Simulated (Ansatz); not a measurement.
Geometry optimisation, RKS PBE/6-31G* (Ansatz).

The input (input.yaml):

```yaml
crystal:
  periodic: [false, false, false]
  atoms:
    - { symbol: Al, position_ang: [-0.134602, -0.563031, -0.494947] }
    - { symbol: C, position_ang: [0.035085, -0.284758, 2.659812] }
    - { symbol: H, position_ang: [-0.895552, -0.299974, 3.247638] }
    - { symbol: H, position_ang: [0.899838, -0.454953, 3.319943] }
    - { symbol: H, position_ang: [0.145139, 0.703333, 2.18134] }
    - { symbol: H, position_ang: [1.145848, 0.376321, -0.680945] }
    - { symbol: "N", position_ang: [-1.680913, 0.010726, -1.19511] }
    - { symbol: H, position_ang: [-2.564795, -0.496594, -1.160944] }
    - { symbol: H, position_ang: [-1.804596, 0.909769, -1.659978] }
    - { symbol: H, position_ang: [-0.126188, -1.95262, 0.238977] }
    - { symbol: H, position_ang: [-0.002564, -1.091919, 1.899914] }
basis:
  gaussian: { orbitals: "6-31G*" }
hamiltonian:
  xc: pbe
relax:
  f_tol: 0.03
  max_steps: 50
```

Run as:

```bash
$ ansatz run input.yaml --threads 1 --pin off --max-ram 2048MiB --backend cpu --events-out ev --progress --plain --runs-dir out
```

Problem. Where does it end, and by what steps?

Solution. The forces met the threshold. After 5 steps the energy has fallen by 0.135 eV; H10 moved furthest, 0.61 Å.

| step | energy less start (eV) | largest force component (eV/Å) | accepted |
| --- | --- | --- | --- |
| 0 | 0.0000 | 0.506 | yes |
| 1 | -0.0881 | 0.143 | yes |
| 2 | -0.1206 | 0.428 | yes |
| 3 | -0.1320 | 0.169 | yes |
| 4 | -0.1340 | 0.034 | yes |
| 5 | -0.1347 | 0.015 | yes |

```xyz
11
Properties=species:S:1:pos:R:3
Al -0.155 -0.654 -0.695
C 0.066 -0.226 2.835
H -0.883 -0.178 3.389
H 0.909 -0.264 3.541
H 0.169 0.670 2.202
H 1.107 0.332 -0.671
N -1.710 0.025 -1.266
H -2.584 -0.497 -1.333
H -1.853 0.995 -1.547
H -0.129 -2.210 -0.315
H 0.079 -1.138 2.215
```

Whether the end is a true minimum wasn't checked by a vibrational analysis.

The run took 15 s on 1 thread of Arm Neoverse V1, on a shared host, peak memory 0.12 GiB.
